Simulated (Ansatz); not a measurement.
**Two-coordinate energy map**

C₄H₅N (SMILES c1cc[nH]c1), singlet, PBE0-D4/def2-TZVP minimum:

```
10
angstrom
C 0.3846 0.5941 -0.9564
C 0.7502 -0.7244 -0.5898
C 0.0903 -1.0223 0.5746
N -0.6554 0.0661 0.9184
C -0.4861 1.0563 -0.0034
H 0.7213 1.1434 -1.8214
H 1.4215 -1.3818 -1.1194
H 0.0924 -1.9143 1.1797
H -1.2419 0.1290 1.7297
H -0.9938 2.0026 0.0907
```

Rows set the bond length C1–H6 (Å; 1.079 at the minimum), columns the angle H8–C3–N4 (°; 121.3), set in this order; the parts move rigidly, in a bend the first-named atom's side turns in the plane, and in a torsion the whole end group turns. CCSD(T) energies count from the value at that structure, in kJ/mol. Computed with Ansatz 0.2.0 (basis: def2-TZVPP); correlated methods freeze the cores.

```csv
C1–H6 \ H8–C3–N4,103.3,112.3,121.3,130.3,139.3
0.971,?,31.8,24.6,31.9,53.0
1.024,35.2,12.8,?,12.8,33.9
1.102,30.7,8.2,1.0,8.1,29.1
1.193,48.6,26.1,18.8,25.8,46.7
1.294,85.4,62.8,55.4,62.4,83.1
```

Task: Fill in the withheld cells. (To be estimated.)

Result: Computed: (0.971, 103.3): 54.2; (1.024, 121.3): 5.6 kJ/mol. These count from the CCSD(T) energy at the PBE0-D4 minimum.

The same grid for a cheaper method: PBE-D4 − CCSD(T), both counted from the minimum, in kJ/mol:
```tsv
C1–H6 \ H8–C3–N4	103.3	112.3	121.3	130.3	139.3
0.971	1.1	2.2	2.6	2.1	0.9
1.024	-0.2	1.0	1.4	0.9	-0.3
1.102	-2.1	-1.0	-0.6	-1.1	-2.3
1.193	-4.5	-3.3	-2.9	-3.4	-4.6
1.294	-7.0	-5.8	-5.4	-5.9	-7.1
```

T1 diagnostic: at most 0.012.

For scale, one of the runs: CCSD(T)/def2-TZVPP, 225 basis functions (an equivalent command: `ansatz run in.yaml --threads 4`). Time: 2 min of wall clock on 4 CPU threads; the host was shared. Peak host memory: 3.9 GiB.
